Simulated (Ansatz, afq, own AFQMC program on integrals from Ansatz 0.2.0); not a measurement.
AFQMC on a folder of integrals that Ansatz 0.2.0 wrote.

```yaml
crystal:
  periodic: [false, false, false]
  atoms:
    - {symbol: Ge, position_ang: [0.000000, -0.037540, 0.321995]}
    - {symbol: O, position_ang: [0.000000, 0.086176, -1.528961]}
    - {symbol: H, position_ang: [0.000000, 1.337542, 1.064259]}
basis:
  gaussian: {orbitals: cc-pVDZ}
magnetization: {spin_polarized: true, initial_magnetization: 3}
correlation: {method: ccsd_t, electrons: outside_noble_gas, hamiltonian_folder: ham}
```

```sh
$ ansatz run in.yaml --threads 1 --pin off --events-out ev --progress --plain --max-ram 1382MiB
```

afq runs on the folder ham with

```
--method free --trial cisd --walkers 60 --time-step 0.03 --max-blocks 80 --target-error 0.0004 --factor-cut 1e-05 --seed 3603 --times 0,0.21,0.42,0.81,1.2,1.8,2.4,3 --taylor-order 8
```

Times are imaginary, in 1/Eh. The walk had a cap of 766 s. Filled inner d shells are frozen with the cores.

afq prints:

```
orbitals 31  electrons 7 4  factors 235 of 500
reference energy -2150.67143636 Eh
CCSD correlation -0.22602458 Eh in 15 cycles, weight of the determinant in the CISD state 0.9006
repeat  energy at the last time / Eh  error
    10  -2150.903670  0.001165
    20  -2150.904963  0.001018
    30  -2150.904702  0.000867
    40  -2150.904806  0.000700
    50  -2150.904508  0.000609
    60  -2150.905047  0.000566
    70  -2150.904881  0.000511
    80  -2150.904758  0.000486
time / (1/Eh)  energy / Eh  error  mean overlap
  0.00  -2150.897242  0.000155  1.1102
  0.21  -2150.900382  0.000187  1.1114
  0.42  -2150.901652  0.000194  1.1187
  0.81  -2150.902720  0.000219  1.1311
  1.20  -2150.903066  0.000250  1.1364
  1.80  -2150.904256  0.000337  1.1182
  2.40  -2150.903509  0.000387  1.1413
  3.00  -2150.904758  0.000486  1.1331
energy -2150.904758 +/- 0.000486 Eh
```

The run passed its tests (error under three times the target), which doesn't prove that it has relaxed.

Against this walk (error 13.2 meV) on the same determinant: CCSD(T) 54.8 meV higher, CCSDT(Q) 9.2 meV higher (within the noise). The error is statistical, and a free projection of finite length keeps a remainder of its start. The last points scatter (meV from the last: 55 ± 6 at 0.81, 46 ± 7 at 1.20, 14 ± 9 at 1.80, 34 ± 11 at 2.40, 0 ± 13 at 3.00); the last is the one printed as the energy, and the gaps above move with that scatter.

Cautions: remainder of the start not in the error; error above the target (13.2 against 10.9 meV); no relativity below Rb; no spin-orbit coupling; inner d shell frozen; another spin lies lower.

The walk took 110 s on 1 thread of Intel(R) Xeon(R) 6975P-C (Granite Rapids) (shared host). The log's last line is the free-projection energy.

CCSDT and higher add their correlation energy to the determinant of the CCSD(T) run, since their own runs factorise the integrals more tightly (a shift of under 2 meV). A walk keeps the symmetry of its determinant, which the program's search chose and which needn't be the lowest solution, so a lower state of the same spin and another symmetry isn't excluded.
